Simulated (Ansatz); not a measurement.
Crystal: ZrO$_{3}$, ReO3 type, 4 atoms in the cell.

All numbers below come from PBE, plane waves, PAW datasets (generated soft set 1) in Ansatz 0.2.0 development build.

Cutoff 420 eV; k-mesh 26×26×26 Γ-centred; Fermi–Dirac smearing of 0.0612 eV; no spin polarisation.

What equilibrium volume, lattice constant and bulk modulus does this give?

V₀ = 18.082 Å³/atom (a₀ = 4.166 Å), B₀ = 118 GPa, B₀′ = 3.77. The points behind the fit:

```json
{"V (Å³/atom)": "16.994", "a (Å)": "4.0812", "E − E(min) (meV/atom)": "26.49", "P (GPa)": "8.17"}
{"V (Å³/atom)": "17.355", "a (Å)": "4.1099", "E − E(min) (meV/atom)": "11.44", "P (GPa)": "5.21"}
{"V (Å³/atom)": "17.717", "a (Å)": "4.1382", "E − E(min) (meV/atom)": "2.79", "P (GPa)": "2.50"}
{"V (Å³/atom)": "18.079", "a (Å)": "4.1662", "E − E(min) (meV/atom)": "0.00", "P (GPa)": "0.02"}
{"V (Å³/atom)": "18.440", "a (Å)": "4.1938", "E − E(min) (meV/atom)": "2.53", "P (GPa)": "-2.23"}
{"V (Å³/atom)": "18.802", "a (Å)": "4.2210", "E − E(min) (meV/atom)": "9.90", "P (GPa)": "-4.27"}
{"V (Å³/atom)": "19.163", "a (Å)": "4.2479", "E − E(min) (meV/atom)": "21.63", "P (GPa)": "-6.10"}
```

The published all-electron PBE values for this crystal (mean of FLEUR and WIEN2k, k-spacing 0.06 Å⁻¹; Bosoni et al., Nat. Rev. Phys. 6, 45 (2024)) are V₀ = 18.081 Å³/atom, B₀ = 117.5 GPa, B₀′ = 3.76.

The stress includes the program's correction for the finite plane-wave basis.

This cubic structure is a model: it isn't the usual form of the substance at ambient conditions, and such phases are metastable or hypothetical. Spin polarisation is left out, and a magnetic state may lie lower.
